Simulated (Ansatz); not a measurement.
```yaml
crystal:
  periodic: [false, false, false]
  atoms:
    - {symbol: Sn, position_ang: [0.000000, 0.000000, 0.000000]}
    - {symbol: H, position_ang: [0.582047, 1.156348, 1.155070]}
    - {symbol: H, position_ang: [-0.588009, -1.153092, 1.155306]}
    - {symbol: H, position_ang: [-0.580174, 1.154034, -1.158322]}
    - {symbol: H, position_ang: [0.586136, -1.157291, -1.152054]}
basis:
  gaussian: {orbitals: def2-TZVP}
total_charge: 1
magnetization: {spin_polarized: true, initial_magnetization: 1}
hamiltonian: {xc: pbe0}
relax: {f_tol: 0.004, max_steps: 80}
```

```sh
$ ansatz run in.yaml --threads 1 --pin off --events-out ev --progress --plain --max-ram 2176MiB
```

Steps of the relaxation (energy above the last step; positions in Å, forces in eV/Å):

```
5
step 1, 1.7 meV
Sn    0.000    0.000    0.000    0.000    0.000    0.000
H     0.582    1.156    1.155   -0.036   -0.065   -0.065
H    -0.588   -1.153    1.155    0.037    0.065   -0.065
H    -0.580    1.154   -1.158    0.036   -0.065    0.065
H     0.586   -1.157   -1.152   -0.036    0.065    0.065
```

```
5
step 2, 0.4 meV
Sn    0.000    0.000    0.000    0.000    0.000    0.000
H     0.574    1.149    1.148    0.018    0.033    0.033
H    -0.580   -1.146    1.148   -0.018   -0.033    0.033
H    -0.572    1.147   -1.151   -0.018    0.033   -0.033
H     0.578   -1.150   -1.145    0.018   -0.033   -0.033
```

```
5
step 3, 0.0 meV
Sn    0.000    0.000    0.000    0.000    0.000    0.000
H     0.576    1.152    1.150    0.000    0.000    0.000
H    -0.582   -1.148    1.151    0.000    0.000    0.000
H    -0.574    1.149   -1.154    0.000    0.000    0.000
H     0.580   -1.153   -1.147    0.000    0.000    0.000
```

Close pairs at the end: Sn1–H4 1.727 Å, Sn1–H2 1.727 Å, Sn1–H5 1.727 Å, Sn1–H3 1.727 Å.

A stationary point of unrestricted PBE0 after 3 steps, with ⟨S²⟩ = 0.760 against 0.75 for a pure state; no frequencies were run, so it isn't proven a minimum. 9 s on 1 thread of Arm Neoverse V1, shared host.
